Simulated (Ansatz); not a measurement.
Coupled-cluster run, `CC(C)CCS`.

```yaml
crystal:
  periodic: [false, false, false]
  atoms:
    - {symbol: C, position_ang: [0.563047, -0.683826, 1.839382]}
    - {symbol: C, position_ang: [-0.176745, -0.099075, 0.645465]}
    - {symbol: C, position_ang: [-1.360623, -0.974243, 0.261714]}
    - {symbol: C, position_ang: [0.789796, 0.102302, -0.517100]}
    - {symbol: C, position_ang: [0.209877, 0.741001, -1.767310]}
    - {symbol: S, position_ang: [-0.523276, 2.382835, -1.526715]}
    - {symbol: H, position_ang: [-0.099934, -0.790020, 2.701548]}
    - {symbol: H, position_ang: [0.962493, -1.676011, 1.604600]}
    - {symbol: H, position_ang: [1.402454, -0.050201, 2.138120]}
    - {symbol: H, position_ang: [-0.563012, 0.886833, 0.928218]}
    - {symbol: H, position_ang: [-2.011119, -1.145326, 1.122851]}
    - {symbol: H, position_ang: [-1.972382, -0.518982, -0.520201]}
    - {symbol: H, position_ang: [-1.023424, -1.952270, -0.098379]}
    - {symbol: H, position_ang: [1.207294, -0.872804, -0.804000]}
    - {symbol: H, position_ang: [1.637959, 0.706202, -0.174007]}
    - {symbol: H, position_ang: [0.967980, 0.806871, -2.549456]}
    - {symbol: H, position_ang: [-0.607600, 0.140861, -2.173442]}
    - {symbol: H, position_ang: [0.597223, 2.995854, -1.111278]}
basis:
  gaussian: {orbitals: def2-SVP}
correlation: {method: ccsd_t}
```

```sh
$ ansatz run in.yaml --threads 2 --pin off --events-out ev --progress --plain --max-ram 32768MiB --backend cuda --devices 0, --max-vram 18GiB
```

Log, shortened:

```
Functional definition: HF
1510 factors; integrals over basis functions are off by at most 1.4e-3 eV
mean field evaluation 1: about -16148.8732 eV, gradient 3.4e1 eV
mean field evaluation 2: about -16148.8811 eV, gradient 3.4e1 eV
mean field evaluation 4: about -16152.4765 eV, gradient 4.0e0 eV
mean field evaluation 8: about -16152.5300 eV, gradient 9.8e-5 eV
mean field -16152.52998431 eV, -593.5945283455 hartree, gradient 1.4e-6 eV, S^2 0.000000; 0 other end points of the search recorded, 0 dependent functions left out
10 core orbitals not correlated: weight in the atoms' cores, before any rotation towards them, 1.000 or more for the frozen orbitals, at most 0.000 for the correlated occupied ones
reference -16152.52998431 eV, -593.5945283455 hartree; 19, 19 occupied and 119, 119 virtual orbitals, 1510 factors
second order -23.45235482 eV of doubles, -0.00000000 eV of singles
cycle   1  -24.97880043 eV  change    -1.5e0 eV  update   9.5e-2
cycle   2  -25.63771146 eV  change   -6.6e-1 eV  update   2.8e-2
cycle   3  -25.71709542 eV  change   -7.9e-2 eV  update   8.8e-3
cycle   4  -25.71947786 eV  change   -2.4e-3 eV  update   2.3e-3
cycle   5  -25.72041312 eV  change   -9.4e-4 eV  update   6.2e-4
cycle   6  -25.72045193 eV  change   -3.9e-5 eV  update   1.8e-4
cycle   7  -25.72045268 eV  change   -7.4e-7 eV  update   5.4e-5
cycle   8  -25.72046146 eV  change   -8.8e-6 eV  update   2.0e-5
perturbative correction -0.77611587 eV, -0.0285217323 hartree
Total energy: -16179.02656165 eV, -594.5682596026 hartree
```

Hardware: 2 threads of an AMD EPYC 7R13 on a shared host and a share of an NVIDIA H100 80 GB. Wall time 7 s, peak host memory 0.78 GiB.

Correlation energy per correlated electron: -0.697 eV. T1 diagnostic: 0.0074.
